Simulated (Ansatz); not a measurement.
System: ZnLu2S4 (Pnma, No. 62; cell taken from a computed entry). Method: HSE06 (Ansatz, an electronic-structure program, plane waves, PAW).

Settings: plane-wave cutoff 460 eV, 2×4×4 k mesh (along the axes of the cell as run), Fermi–Dirac smearing 0.01 eV, scalar-relativistic PAW data made under PBE.

Cell (relaxed with PBEsol):

Space group Pnma (No. 62); a = 13.114 Å, b = 7.623 Å, c = 6.187 Å, α = β = γ = 90.00°

| atom | site | symmetry | x | y | z |
|---|---|---|---|---|---|
| Lu | 4a | -1 | 0.0000 | 0.0000 | 0.0000 |
| Lu | 4c | .m. | 0.2360 | 0.7500 | 0.4975 |
| Zn | 4c | .m. | 0.0913 | 0.2500 | 0.4095 |
| S | 8d | 1 | 0.1687 | 0.0093 | 0.2417 |
| S | 4c | .m. | 0.4275 | 0.2500 | 0.2460 |
| S | 4c | .m. | 0.0898 | 0.2500 | 0.7756 |

Give the computed band gap.


band gap: 3.27 eV (on the SCF k mesh)

Note: cell and atoms aren't relaxed at this level (largest force component 0.10 eV/Å, pressure 3.2 GPa).

Spin–orbit coupling is not included.

Computed values are for the static lattice.
